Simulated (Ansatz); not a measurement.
**Energy of rock-salt LiCl less that of zinc-blende LiCl (model structure), by level of theory**

No measured value is used here.

| level (code) | value (meV/atom) |
|---|---|
| PBE (Ansatz) | 22 |
| HSE06 (Ansatz) | 18 |
| PBE0 (Ansatz) | [?] |

Task: What belongs in the gaps?

Result: 
- PBE0 (Ansatz, a program for electronic structure), value (meV/atom): 15

Values are at the level's own equilibrium cell; PBE0 at the r²SCAN cell. Ansatz's density-functional and Hartree–Fock values are scalar-relativistic unless marked +SOC, with PAW data made under PBE.

A model structure was made by putting elements into a prototype or built by hand; it is no filed structure, need not be a known phase, and can be a saddle point held by its symmetry.
